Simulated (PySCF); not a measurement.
Species: C5H9F.
Atom-mapped SMILES: `[CH3:1]/[CH:2]=[CH:3]/[C@@H:4]([CH3:5])[F:6]` (hydrogens: H7, H8, H9 on C1; H10 on C2; H11 on C3; H12 on C4; H13, H14, H15 on C5)

Computed with PySCF 2.14.0, PBE0-D3(BJ)/def2-SVP geometry optimisation, gas phase.

Question: Give the optimised bond lengths and angles.

Answer: 
```csv
bond,length (Å)
C1–C2,1.491
C2=C3,1.334
C3–C4,1.497
C4–C5,1.516
C4–F6,1.380
"C1–H7, C1–H8, C1–H9",1.102
C2–H10,1.096
C3–H11,1.097
C4–H12,1.108
"C5–H13, C5–H14, C5–H15",1.100
```

Bonds in one row agree within 0.01 Å and their mean is given. A selection of angles:
```csv
angle,degrees
C2–C1–H7,111.9
H7–C1–H8,108.2
H8–C1–H9,106.3
C1–C2–C3,125.2
C1–C2–H10,117.2
C3–C2–H10,117.5
C2–C3–C4,124.4
C2–C3–H11,120.4
C4–C3–H11,115.3
C3–C4–C5,112.8
C3–C4–F6,110.2
C3–C4–H12,109.0
C5–C4–F6,108.6
C5–C4–H12,109.3
F6–C4–H12,106.7
C4–C5–H13,110.7
C4–C5–H14,110.5
H13–C5–H14,108.5
H13–C5–H15,108.4
```

Dihedral angles: C1–C2–C3–C4 180° (antiperiplanar); C2–C3–C4–C5 -119° (anticlinal).

Of the pairs four or more bonds apart, F6···H10 is among the closest relative to their van der Waals radii: 2.34 Å, 88 % of the sum of Bondi's values. The C–C distances run from 1.334 Å (C2=C3, drawn double) to 1.516 Å (C4–C5, drawn single), a spread of 0.182 Å.

Point group: C1 (no symmetry element, even within 0.4 Å). Whether it is a minimum is left open (no frequencies). One conformer, not necessarily the lowest.

Hardware: one thread, Arm Neoverse V1 (aarch64), no GPU, shared host with 32 logical CPUs at a one-minute load of 16. Cost: 48 s of wall time, 0.48 GiB resident at most. That covers the optimisation of the geometry.
